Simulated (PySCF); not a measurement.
Species: C4H4F2.
Geometry (PBE0-D3(BJ)/def2-SVP, Å), atoms numbered from 1 in this order:
```xyz
10
C4H4F2 angstrom
F     -2.549   -0.879    0.984
C     -2.055   -0.085   -0.017
C     -0.601   -0.021   -0.004
C      0.609    0.043    0.000
C      2.063    0.128    0.014
F      2.632   -0.522   -1.048
H     -2.394   -0.485   -0.989
H     -2.473    0.930    0.099
H      2.445   -0.316    0.950
H      2.374    1.187   -0.012
```

Lines to be assigned: C 1s: 291.03 (area 2), 294.19 (area 2) eV; F 1s: 692.67 eV.

Computed with delta-SCF UKS SCAN, pcX-2 on the ionised atom, pcseg-1 elsewhere, spin-free X2C in PySCF. Isolated species at its PBE0-D3(BJ)/def2-SVP geometry, gas phase.

(1) Assign the C 1s lines to atoms.

## Answers

(1) 291.03 eV: C3/C4 (alkyne carbon); 294.19 eV: C2/C5 (sp3 C–F carbon). The listed C 1s values span 3.16 eV, from C3/C4 (bonded to C (triple bond) and C) to C2/C5 (bonded to F, C and 2 H). Summing the Pauling electronegativity differences to the bonded atoms, each weighted by its formal bond order, gives 0.00 for the lowest site and +0.73 for the highest.

Bonded neighbours of each site: F1/F6: C; C2/C5: F, C and 2 H; C3/C4: C (triple bond) and C.

Q: Which photon energy gives electrons from C 1s of C2/C5 a kinetic energy of 100 eV, and what is their de Broglie wavelength?

A: hν = 294.19 + 100 = 394.19 eV, recoil neglected; λ = 12.264 Å/√(E/eV) = 1.23 Å.

The first atom of each set that the bonding makes equivalent was ionised and stands for the set.
